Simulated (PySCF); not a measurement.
Frontier levels across methods

C3H6O2S.
Z-matrix (Å and degrees, PBE0-D3(BJ)/def2-SVP geometry), rows numbered from 1:
```
C 
C   1  1.3285
S   2  1.7779  1  119.35
C   3  1.7843  2  103.84  1  -114.76
O   3  1.4609  2  108.26  1    -0.74
O   3  1.4592  2  107.04  1   131.51
H   1  1.0933  2  121.45  3  -175.87
H   1  1.0946  2  119.72  3     3.19
H   2  1.0939  1  125.44  3   175.03
H   4  1.0974  3  109.49  2   -59.92
H   4  1.0970  3  109.27  2    63.09
H   4  1.0989  3  105.09  2  -178.20
```

Basis pcSseg-1 throughout (PySCF), one geometry. Geometry: PBE0-D3(BJ)/def2-SVP, one conformer, isolated molecule.

Problem. How do the orbital energies, the gap and the dipole change with the method?

Solution. 
```csv
method,kind,HOMO (eV),LUMO (eV),gap (eV),μ (D),SCF cycles
B97-D,GGA,-6.87,-2.10,4.78,4.34,17
KT3,GGA,-6.96,-2.12,4.84,4.22,17
KT2,GGA,-6.97,-2.18,4.80,4.27,17
B3LYP,global hybrid,-8.08,-1.44,6.64,4.56,15
PBE0,global hybrid,-8.35,-1.22,7.12,4.58,14
mPW1PW91,global hybrid,-8.39,-1.24,7.15,4.61,14
```

The HOMO spans 1.52 eV, from B97-D down to mPW1PW91, and the gap runs from 4.78 eV (B97-D) to 7.15 eV (mPW1PW91). Over the methods B97-D (0 %), KT3 (0 %), KT2 (0 %), B3LYP (20 %), PBE0 (25 %), mPW1PW91 (25 %), a straight line through the gap against the share of exact exchange rises by 0.93 eV for each 10 % (correlation coefficient 1.000). The dipole ranges from 4.22 D (KT3) to 4.61 D (mPW1PW91). This basis has no diffuse functions.

The vertical ΔSCF ionisation energy at B3LYP/def2-SVPD is 10.45 eV; −ε(HOMO) comes closest to it with mPW1PW91 (8.39 eV).
